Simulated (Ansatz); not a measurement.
Saddle point of CH6FSi, doublet (SiH₃F ([F][SiH3]) + CH₃ → SiH₂F ([F][SiH2]) + CH₄; bonds formed: H1–C4; bonds broken: H1–Si2), PBE0-D4/def2-TZVP structure:

H1  (0.090, -0.124, 0.031)
Si2  (-0.452, 1.207, 0.758)
F3  (-1.350, 1.999, -0.310)
C4  (0.547, -1.394, -0.813)
H5  (0.660, 2.103, 1.173)
H6  (-1.313, 0.887, 1.928)
H7  (0.284, -2.197, -0.134)
H8  (-0.071, -1.289, -1.698)
H9  (1.605, -1.191, -0.936)
(Å)

Energies are electronic, without zero-point energy. Barriers and step energies count from the start structure reached by relaxing down the imaginary mode; all methods use the PBE0-D4 structures, on which another method's saddle can fall below an end. Program: Ansatz 0.2.0. Basis: def2-TZVPP, with def2-QZVPP for the basis limit. Cores are frozen in the correlated methods; orbitals are unrestricted. B3LYP uses VWN-RPA correlation. Extrapolation: Hartree–Fock as exp(−7.88 √X), correlation as X^−2.97.

```
      method  barrier (eV)  step energy (eV)
       SPW92             ?            -0.923
      PBE-D4         0.109            -0.767
     BLYP-D4         0.199            -0.664
   r2SCAN-D4         0.295            -0.589
      B97M-V         0.282            -0.623
     PBE0-D4         0.266            -0.672
    B3LYP-D4         0.310            -0.606
  r2SCAN0-D4             ?            -0.549
    BHLYP-D4         0.484            -0.485
CAM-B3LYP-D4         0.381            -0.585
     wB97X-V         0.386            -0.580
     wB97M-V         0.425            -0.566
      B2PLYP         0.420            -0.586
    PBE-QIDH         0.424            -0.609
  RPA on PBE             ?            -0.568
          HF         0.912            -0.266
         MP2         0.527            -0.630
        CCSD         0.545            -0.510
     CCSD(T)         0.485            -0.550
```

(1) Fill in the withheld barriers. (Judge from chemistry; the value comes from the calculation.)

The T1 diagnostic stays at or below 0.015. ⟨S²⟩ of the unrestricted Hartree–Fock references: 0.75 to 0.78 (a pure state has 0.75). The start structure is not quite a true minimum (one mode of 42i cm⁻¹). The end structure is not quite a true minimum (one mode of 29i cm⁻¹).

## Answers

(1) Computed: SPW92 -0.164; RPA on PBE 0.517; r2SCAN0-D4 0.380 eV. Each is the energy of the saddle less that of the start structure, by the same method.

For comparison, the barrier by CCSD(T) at an estimated basis limit (MP2 extrapolated from triple and quadruple zeta, plus CCSD(T) − MP2 in triple zeta) is 0.462 eV.

Radical steps of this kind take place in plasma deposition and etching.

Labels in which every atom is bracketed show which atoms are joined, not bond orders.

For scale, one of the runs: CCSD(T)/def2-TZVPP, 188 basis functions (an equivalent command: `ansatz run in.yaml --threads 4`). The run took 74 s on 4 CPU threads (shared host), with 5 GiB of host memory at its peak.
